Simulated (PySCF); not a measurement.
# Electronic absorption of 2-chloro-2-methylbutane

Species: 2-chloro-2-methylbutane, C5H11Cl.
SMILES: `CCC(C)(C)Cl`

Theory: PySCF 2.14.0, density-fitted response routines, TDDFT PBE0/def2-SVPD, vertical, gas phase, core orbitals frozen in the response. Geometry: PBE0-D3(BJ)/def2-SVP, one conformer, isolated molecule. Torsions of this conformer, `[CH3:1][CH2:2][C:3]([CH3:4])([CH3:5])[Cl:6]`: C1–C2–C3–C4 179°.

Q: What does the calculation give for the low-lying excited states?

A: 

```json
{"state": "S1", "E (eV)": "7.12", "λ (nm)": "174.2", "ν̃ (cm⁻¹)": "57410", "f": "0.0030", "main configurations (H = HOMO, L = LUMO)": "H→L (59%), H→L+1 (35%)"}
{"state": "S2", "E (eV)": "7.15", "λ (nm)": "173.3", "ν̃ (cm⁻¹)": "57700", "f": "0.0024", "main configurations (H = HOMO, L = LUMO)": "H-1→L (60%), H-1→L+1 (34%)"}
{"state": "S3", "E (eV)": "7.81", "λ (nm)": "158.8", "ν̃ (cm⁻¹)": "62970", "f": "0.035", "main configurations (H = HOMO, L = LUMO)": "H→L+1 (61%), H→L (36%)"}
{"state": "S4", "E (eV)": "7.85", "λ (nm)": "158.0", "ν̃ (cm⁻¹)": "63300", "f": "0.038", "main configurations (H = HOMO, L = LUMO)": "H-1→L+1 (62%), H-1→L (36%)"}
{"state": "S5", "E (eV)": "8.63", "λ (nm)": "143.7", "ν̃ (cm⁻¹)": "69570", "f": "0.0013", "main configurations (H = HOMO, L = LUMO)": "H→L+2 (93%)"}
{"state": "S6", "E (eV)": "8.66", "λ (nm)": "143.2", "ν̃ (cm⁻¹)": "69830", "f": "0.0054", "main configurations (H = HOMO, L = LUMO)": "H-1→L+2 (92%)"}
{"state": "S7", "E (eV)": "8.72", "λ (nm)": "142.3", "ν̃ (cm⁻¹)": "70290", "f": "0.0086", "main configurations (H = HOMO, L = LUMO)": "H-2→L (44%), H-3→L (33%), H-3→L+1 (10%)"}
{"state": "S8", "E (eV)": "8.81", "λ (nm)": "140.7", "ν̃ (cm⁻¹)": "71090", "f": "0.048", "main configurations (H = HOMO, L = LUMO)": "H→L+3 (27%), H-2→L (18%), H-3→L (16%)"}
{"state": "S9", "E (eV)": "8.84", "λ (nm)": "140.3", "ν̃ (cm⁻¹)": "71290", "f": "0.0044", "main configurations (H = HOMO, L = LUMO)": "H→L+3 (55%), H-1→L+3 (29%)"}
{"state": "S10", "E (eV)": "8.88", "λ (nm)": "139.6", "ν̃ (cm⁻¹)": "71630", "f": "0.013", "main configurations (H = HOMO, L = LUMO)": "H-1→L+3 (40%), H-1→L+4 (14%), H-4→L (12%)"}
```

Triplets, Tamm–Dancoff:

```json
{"state": "T1", "E (eV)": "6.43", "λ (nm)": "192.7", "main configurations (H = HOMO, L = LUMO)": "H→L (55%), H→L+1 (40%)"}
{"state": "T2", "E (eV)": "6.47", "λ (nm)": "191.6", "main configurations (H = HOMO, L = LUMO)": "H-1→L (54%), H-1→L+1 (40%)"}
{"state": "T3", "E (eV)": "7.70", "λ (nm)": "160.9", "main configurations (H = HOMO, L = LUMO)": "H→L+1 (50%), H→L (39%)"}
{"state": "T4", "E (eV)": "7.74", "λ (nm)": "160.3", "main configurations (H = HOMO, L = LUMO)": "H-1→L+1 (50%), H-1→L (39%)"}
```

The lowest singlet lies at 7.12 eV (174 nm, vacuum ultraviolet) and is very weak; its leading configuration is HOMO→LUMO (59%). The most intense listed level is S8 at 8.81 eV (141 nm, f = 0.048), 1.70 eV above S1. Löwdin shares by element: HOMO chlorine 77%, carbon 18% or more; LUMO chlorine 31%, hydrogen 17% or more, carbon 13% or more (atoms not listed hold the other 38%). Of the 10 states listed, 4 reach f = 0.01 and none stays under 0.0005. Orbital energies (eV): HOMO-3 -9.59, HOMO-2 -9.54, HOMO-1 -8.28, HOMO -8.25, LUMO 0.44, LUMO+1 0.69, LUMO+2 1.32. Weighted by f, the mean energy of these states is 8.30 eV. The vertical ionisation energy (ΔSCF) is 10.45 eV, 1.57 eV above S10. Only the lowest 10 singlets were computed, as vertical energies without vibronic structure.
